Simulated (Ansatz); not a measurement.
Heat of formation of NH3 (ammonia) from total energies

NH3 has 4 atoms, charge 0, and is taken as a singlet. SMILES: `N`. Geometry: relaxed at PBE0-D4/def2-TZVP.

```xyz
4

N    -0.0699    0.2495    0.1109
H     0.4905   -0.3018    0.7492
H    -0.8875   -0.3019   -0.1189
H     0.4669    0.3543   -0.7412
```

Total energies at B3LYP/6-31G* (spherical functions) (Ansatz 0.2.0); the atoms run unrestricted:

```
species    state  energy (Eh)
    NH3  singlet   -56.546552
      N  quartet   -54.582875
      H  doublet    -0.500273
```

Harmonic wavenumbers at PBE0-D4/def2-TZVP, in cm⁻¹: 1031, 1670, 1670, 3502, 3631, 3631.

Measured heats of formation of the gaseous atoms at 298.15 K, in kJ/mol: N 472.4, H 218.0. Take 1 Eh = 2625.50 kJ/mol, 1 cm⁻¹ = 0.0119627 kJ/mol, RT = 2.479 kJ/mol.

Question: What heat of formation follows?

Answer: 
1. Electronic atomisation energy: (-54.582875) + 3 × (-0.500273) − (-56.546552) = 0.462858 Eh = 1215.2 kJ/mol.
2. Zero-point energy: half the sum of the wavenumbers, 7567.5 cm⁻¹ = 90.5 kJ/mol.
3. Thermal vibrational enthalpy, Σ hcν̃/(exp(hcν̃/kT) − 1): 0.1 kJ/mol. Translation, rotation and pV of a non-linear molecule: 4 RT = 9.9 kJ/mol.
4. The 4 free atoms carry 5/2 RT each: 24.8 kJ/mol.
5. Atomisation enthalpy at 298 K: 1215.2 − 90.5 − 0.1 − 9.9 + 24.8 = 1139.5 kJ/mol.
6. Sum of the atoms' heats of formation: 1126.4 kJ/mol. Heat of formation: 1126.4 − 1139.5 = -13.1 kJ/mol.

The tabulated value is -45.6 kJ/mol (Active Thermochemical Tables), so this level is off by +32.5 kJ/mol, or 2.8 % of the atomisation enthalpy that the table implies (1172.0 kJ/mol). Anharmonicity and any spin-orbit splitting of the molecule are left out.
